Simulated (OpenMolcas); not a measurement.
# doublet [C6H12]−: a scaling law for UOPBE

The species is [C6H12]− (18 atoms), meant as a doublet with charge -1. SMILES of the parent species: `CC/C=C/CC`. Geometry: relaxed at GFN2-xTB. This is one conformer, not always the lowest. That shape belongs to the parent species and isn't relaxed for this state.

UOPBE (spherical functions), energy, OpenMolcas 26.06, on 1 thread of Intel Xeon Platinum 8488C (Sapphire Rapids), shared host. N is the number of basis functions, t the processor time.

```
     basis    N  t (s)   ln N   ln t
    STO-3G   42    9.1  3.738  2.208
     3-21G   78     20  4.357  2.996
  6-31G(d)  108     37  4.682  3.611
6-31G(d,p)  144      ?  4.970      ?
```

Fit t = C·Nᵖ to the known rows and estimate the time in 6-31G(d,p).


1. Means of the 3 rows: ln N = 4.25900, ln t = 2.9383.
2. Σ(Δln N)² = 0.45997, Σ(Δln N·Δln t) = 0.67069, so the slope is 0.67069/0.45997 = 1.4581.
3. Intercept: 2.9383 − (1.4581) × 4.25900 = -3.2717. The largest residual of the fit is 0.085.
4. ln t = -3.2717 + 1.4581 × 4.970, so t ≈ 53 s.

The run took 75 s, so the estimate is too short by a factor of about 1.4. The fitted power is 1.5, with the electron count fixed. So low a power shows that fixed costs still weigh. SCF iterations also vary, from 14 to 18. Fixed start-up costs flatten the line at the short runs, so it runs low for the long one.
